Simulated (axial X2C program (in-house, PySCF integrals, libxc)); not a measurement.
Outer orbitals of AlB⁻ at 2.079 Å, PBE0 in the non-relativistic limit (speed of light times 100)

Calculated with an in-house all-electron X2C program for linear molecules (integrals from PySCF). The Hamiltonian is the X2C one with the speed of light multiplied by 100, which is the non-relativistic limit. Basis: Al dyall-av3z [9s8p3d2f], B dyall-av3z [8s7p3d2f] (cores contracted in-house); Gaussian nuclei, density fitting, unrestricted open shells. Masses: Al 26.982 u, B 11.009 u.

The distance is close to the non-rel. PBE0 minimum; the highest filled and lowest empty levels are listed.

Outer orbitals of the state M_S = 3/2, Λ = 0 (beyond evenly filled blocks: σα, π+α, π-α) with Löwdin shares:

```json
{"symmetry": "σα", "occupied": "yes", "ε (eV)": "-7.39", "atomic character": "50% B s, 24% Al s, 12% Al p"}
{"symmetry": "σβ", "occupied": "yes", "ε (eV)": "-5.21", "atomic character": "44% B s, 32% Al s, 9% B p"}
{"symmetry": "σα", "occupied": "yes", "ε (eV)": "-2.81", "atomic character": "34% B p, 30% Al s, 15% B s"}
{"symmetry": "σβ", "occupied": "yes", "ε (eV)": "-1.26", "atomic character": "30% Al p, 30% Al s, 16% B s"}
{"symmetry": "π-α", "occupied": "yes", "ε (eV)": "-0.24", "atomic character": "57% B p, 34% Al p, 4% Al d"}
{"symmetry": "π+α", "occupied": "yes", "ε (eV)": "-0.24", "atomic character": "57% B p, 34% Al p, 4% Al d"}
{"symmetry": "σα", "occupied": "yes", "ε (eV)": "-0.09", "atomic character": "40% B p, 30% Al p, 16% Al s"}
{"symmetry": "σα", "occupied": "no", "ε (eV)": "2.33", "atomic character": "68% Al p, 18% B p, 11% Al s"}
{"symmetry": "π-α", "occupied": "no", "ε (eV)": "2.46", "atomic character": "89% Al p, 6% Al d, 4% B p"}
{"symmetry": "π+α", "occupied": "no", "ε (eV)": "2.46", "atomic character": "89% Al p, 6% Al d, 4% B p"}
{"symmetry": "π+β", "occupied": "no", "ε (eV)": "2.46", "atomic character": "71% Al p, 24% B p, 3% B d"}
{"symmetry": "π-β", "occupied": "no", "ε (eV)": "2.46", "atomic character": "71% Al p, 24% B p, 3% B d"}
```

Charges and populations: Al -0.69 e (s 5.94 p 7.63 d 0.11 f 0.01), B -0.31 e (s 3.48 p 1.81 d 0.01).

Occupations by symmetry block were frozen at the best pattern of an incomplete PBE0 search. Other states lie close and PBE0, whose exact exchange favours high spin, may order them wrongly; the determinant shown need not be the ground state. The nearest other spin-free determinant of the search, M_S = 1/2, Λ = 0, lies 0.25 eV up at the distance of the search. The highest occupied level of some functionals is positive through self-interaction error; at Hartree–Fock it is bound.
